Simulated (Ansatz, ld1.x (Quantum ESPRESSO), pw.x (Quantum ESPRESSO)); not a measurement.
mercury: one change to the TM potential, in the atom and in the bcc crystal

mercury (Hg), norm-conserving Troullier–Martins (Kleinman–Bylander form), made with ld1.x (Quantum ESPRESSO) 7.5 (PBEsol, scalar-relativistic). Core [Xe] 4f14, reference 5d10 6s2 6p0. Waves: 6p (bound, empty): rc 3.10 bohr; 5d (bound): rc 1.65 bohr; 6s (bound): rc 2.45 bohr. Local part: the s channel. Core correction: a·sin(br)/r model core, default radius (core density twice the valence density).

Change: all radii but the core radius scaled by about 1.32 (s 3.22, p 4.08, d 2.18 bohr).

Cutoffs, loose and tight: the cutoffs (Ry, on a coarse ladder) from which the occupation-weighted sum of valence levels, in a spherical-Bessel basis at the reference potential, stays within 10 and 1 mRy of its value at 400 Ry. They do not see the model core or the augmentation charge, which bear on the density cutoff. Test errors are all-electron minus pseudo excitation energies from the reference, over the configurations 5d10 6s1 6p0; 5d10 6s0 6p0; 5d9 6s0 6p0; 5d8 6s0 6p0; 5d10 6s0 6p2; 5d9 6s2 6p0; 5d10 6s0 6p1; variants that change the core or the reference have their own tests.

Crystal test: bcc Hg in pw.x 7.5, no spin, 13³ k-points, Fermi–Dirac smearing 0.01 Ry, cutoffs set for each file from its atomic test. The reference is all-electron LAPW (Ansatz 0.2.0) with the same functional, mesh and smearing; V0 and B0 come from Birch–Murnaghan fits to the pressures at five volumes. Errors are pseudo minus all-electron; Δ is the rms difference of the E(V) curves that follow from these fits, minima aligned, over ±6 % about the mean V0. Mesh and smearing are coarse, so the numbers serve the comparison and aren't converged zero-temperature values; the lattice is a test structure that the element need not adopt.

All-electron: a0 = 3.635 Å (V0 = 24.02 Å³/atom), B0 = 34.9 GPa.

Task: Does the change bring the crystal closer to the all-electron result?

Result: The mean pressure error goes from +1.01 to -4.04 GPa, so the change moves the solid further from the all-electron pressures.

| quantity | base | changed |
| --- | --- | --- |
| outcome (atom) | generated | generated |
| cutoff, loose (atom) | 50 Ry | 45 Ry |
| cutoff, tight (atom) | 80 Ry | 70 Ry |
| bound ghosts (atom) | none | none |
| largest test error (meV) (atom) | -587 | -83 over the solved tests; 2 of 7 tests not solved or not reliable |
| cutoffs in pw.x (Ry) | 100/400 | 85/340 |
| a0 (Å) | 3.671 | – |
| a0 error (%) | +0.98 | – |
| B0 error (%) | -10.4 | – |
| Δ (meV/atom) | 5.1 | – |
| mean pressure error (GPa) | +1.01 | -4.04 |

A dash: not determined, or the minimum lies outside the volumes sampled.

Base: The largest radius (3.10 bohr) exceeds half the bond length (2.98 bohr), so the spheres overlap, which is one possible source of error among others. This is a poor potential for the solid. Changed file: The largest radius (4.08 bohr) exceeds half the bond length (2.98 bohr), so the spheres overlap, which is one possible source of error among others. This is a poor potential for the solid. Atomic configuration tests: 2 of 7 tests not solved or not reliable. The atomic cutoffs weigh occupied waves only.
